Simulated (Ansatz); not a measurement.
Gold, fcc: convergence with the k-point mesh

Computed with Ansatz, r²SCAN, scalar-relativistic PAW, on the relaxed cell (a = 4.123 Å; spin not included). Errors count from a run at 500 eV on a Γ-centred 22×22×22 mesh with Fermi-Dirac smearing of 0.1 eV, extrapolated to zero width. Fixed here: cutoff 500 eV, Fermi-Dirac width 0.1 eV. The SCF starts from atomic densities corrected by a trained network.

```tsv
k-mesh	E(σ→0) error (meV/atom)	P (GPa)	SCF iterations
2×2×2	3233.1	44.04	7
3×3×3	-378.8	-5.76	6
5×5×5	-116.0	-0.71	6
6×6×6	69.9	1.22	6
8×8×8	37.3	0.94	6
11×11×11	-7.7	0.04	6
14×14×14	4.3	0.17	6
```

Task: What does the run at 19×19×19 give (k-mesh)?

Result: E(σ→0) error (meV/atom): 2.5; P (GPa): 0.14; SCF iterations: 6.

Within 5 meV/atom of the last row: from 14×14×14 on.
